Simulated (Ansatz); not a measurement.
Mulliken charges of `N=C(O)O` from PBE/def2-TZVPP in Ansatz (PBE0-D4/def2-TZVP geometry).

```csv
atom,x (Å),y (Å),z (Å),charge (e)
N1,-0.657,0.745,0.517,-0.314
C2,0.149,-0.108,0.048,0.214
O3,1.115,-0.642,0.792,-0.225
O4,0.232,-0.635,-1.182,-0.218
H5,-1.340,1.069,-0.157,0.123
H6,1.025,-0.241,1.665,0.221
H7,-0.462,-0.256,-1.729,0.199
```

**Question.** By hand: the dipole of these point charges (1 e Å = 4.8032 D).

**Answer.** Σ q r = (-0.094, 0.053, -0.068) e Å, of length 0.128 e Å = 0.61 D.

**Question.** How does the dipole of the full density compare? (Best estimate.)

**Answer.** Computed: (-0.209, 0.085, -0.243) e Å, 1.59 D; the point charges give 0.38 times that, at 16° from its direction.

Point charges leave out the atoms' own dipoles, such as those of lone pairs, and Mulliken's split depends on the basis, so the two needn't agree.
